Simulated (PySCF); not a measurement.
Run record: coupled-cluster job, `C(=S)=CC#C`.

Computed with EOM-CCSD/aug-cc-pVDZ, vertical, frozen core, gas phase (PySCF 2.14.0). Geometry: PBE0-D3(BJ)/def2-SVP. The input is one job of a driver script: a line of settings, then coordinates in Å.

Input:
```
{"job": {"kind": "eom", "basis": "aug-cc-pVDZ", "nee": 0}, "charge": 0, "multiplicity": 1}
C     -1.978382    -0.278790    -0.181251
C     -0.818436     0.064610    -0.076643
C      0.527479     0.489386     0.048333
C      1.564318    -0.337485     0.001706
S      2.784059    -1.293927    -0.051100
H     -3.002633    -0.587277    -0.275249
H      0.748346     1.555901     0.192142
```

Output:
```
E(HF) = -550.0627950366
E(MP2) = -550.7186815892
E(CCSD) = -550.7438989457
T1 diagnostic = 0.0163

EOM-IP-CCSD (eV)   Koopmans (eV)
   8.4475       8.6486
  10.7671      11.0625
  11.2790      11.8193
  11.8934      12.1519
  13.0389      14.4762
  15.0122      16.5395
  16.2538      18.1744
  17.2371      19.3140
```

Q: How far is the first EOM-IP root from its Koopmans value?

A: 8.45 eV against 8.65 eV, a difference of -0.20 eV.

Q: What share of the CCSD correlation energy does MP2 give?

A: MP2 -0.65589 Eh against CCSD -0.68110 Eh: 96.3 %.

Main results: CCSD correlation energy -0.6811 Eh; T1 diagnostic 0.016; first ionisation 8.45 eV.

The run took 3.0 min on one thread of an Arm Neoverse V1, no GPU, shared host.
Labels such as C1 count atoms from 1, the log's own numbers from 0.
